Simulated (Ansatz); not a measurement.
Caution, from a PySCF single point (B3LYP-D3(BJ)/def2-TZVP) at this geometry: the restricted solution is unstable towards spin-unrestricted or complex orbitals, so a lower solution exists and this singlet may not be the ground state. This singlet lies within 0.05 eV of the relaxed triplet at the level frozen-core CCSD(T)/cc-pVTZ // B3LYP-D3(BJ)/def2-TZVP (Ansatz, a quantum-chemistry and plane-wave program).

A geometry relaxed with B3LYP-D3(BJ)/def2-TZVP (Ansatz), charge 0, multiplicity 1:

```xyz
9

H     -1.0215    -0.9363     0.7017
H      1.9720     0.9465    -0.1838
H     -2.0318    -0.4199    -0.7145
C     -0.0498     0.4311    -0.7322
C     -1.2087    -0.1529    -0.0507
C      1.2046     0.1907    -0.0131
H     -1.5622     0.7397     0.5018
H      1.5563    -0.7063    -0.5595
H      1.1411    -0.0927     1.0502
```

### Question
Write the SMILES of this molecule.

### Answer
`C[C]C`
